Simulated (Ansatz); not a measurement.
System: SiH3 (charge 0, doublet). SMILES: [SiH3]
Geometry: optimised at B3LYP-D3(BJ)/def2-TZVP (Ansatz, an electronic-structure program).

Property: vertical ionisation energy (to the singlet state of charge +1; each state is the SCF solution reached for its spin; the molecule has degenerate orbitals, so one determinant may break the symmetry), in eV. Valence correlation only, unless marked. UHF or UKS for open shells. Spin-orbit coupling is left out. No relativistic terms. CBS(X,Y): correlation extrapolated as X^-3; Hartree-Fock from the larger set.

```json
[
 {"level": "PBE0/def2-TZVPD", "program": "Ansatz", "vertical ionisation energy (eV)": "8.96"},
 {"level": "wB97X-V/def2-TZVPD", "program": "Ansatz", "vertical ionisation energy (eV)": "(withheld)"},
 {"level": "SCS-MP2/aug-cc-pV(T+d)Z", "program": "Ansatz", "vertical ionisation energy (eV)": "8.68"},
 {"level": "SCS-MP2/def2-TZVPPD", "program": "Ansatz", "vertical ionisation energy (eV)": "8.66"},
 {"level": "CCSD(T)/CBS(def2-TZVPPD,def2-QZVPPD)", "program": "Ansatz", "vertical ionisation energy (eV)": "8.84"}
]
```

Q: Complete the blanks.

A: 
- wB97X-V/def2-TZVPD, vertical ionisation energy (eV): 8.78
